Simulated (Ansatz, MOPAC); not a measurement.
Gas-phase reaction in SMILES: C=CC=C → 2 [CH]=C (C2H3) (the C-C bond breaks)

Property: bond dissociation energy (enthalpy at 298 K), in kcal/mol. Terms: non-relativistic; UHF or UKS for open shells; no spin-orbit coupling; no dispersion term unless named; 6-31G* and kin with 6d, 5d where marked; valence correlation only; 6-311+G** with 5d. First-principles rows: single points at B3LYP-D3(BJ) geometries (Ansatz, a quantum-chemistry and plane-wave program), with unscaled harmonic terms from B3LYP/6-31G* at its own minima. Semi-empirical rows: MOPAC heats of formation at their own minima for 298 K. A UHF reference is markedly spin-contaminated in at least one set, which strains HF and MP2. The Hartree-Fock reference of C=CC=C is unstable towards a lower, spin-broken solution.

Measured values: G2/97 table in ASE (Curtiss et al.); they hold spin-orbit and core effects, anharmonicity and other conformers. 

Value to compare with, the measured value: 116.9 kcal/mol.

```csv
level,program,bond dissociation energy (enthalpy at 298 K) (kcal/mol),error
PM6,MOPAC,84.0,-32.9
PBE/3-21G,Ansatz,117.2,0.3
PBE/def2-SVP,Ansatz,116.5,-0.4
B3LYP/6-31G,Ansatz,112.6,-4.3
B3LYP/6-31G*,Ansatz,113.1,-3.8
B3LYP/6-31+G*,Ansatz,110.4,-6.5
B3LYP/6-311+G**,Ansatz,108.8,-8.1
PBE0/6-311+G**,Ansatz,112.5,-4.4
MP2/STO-3G,Ansatz,140.8,23.9
MP2/6-31G*,Ansatz,128.8,11.9
r2SCAN-D4/def2-TZVPD,Ansatz + dftd4,108.4,-8.5
PBE0/def2-TZVPD,Ansatz,112.6,-4.3
```

Among the 10 habitual levels, PM6 lies farthest from the measured value (-32.9 kcal/mol); 3 of 10 lie above it, and their mean absolute error is 9.7 kcal/mol, the median 5.5. One case shows no general order.

The levels are drawn from those run, B3LYP/6-31G* more often than the rest, none by its result; runs whose electronic state is in doubt are left out.
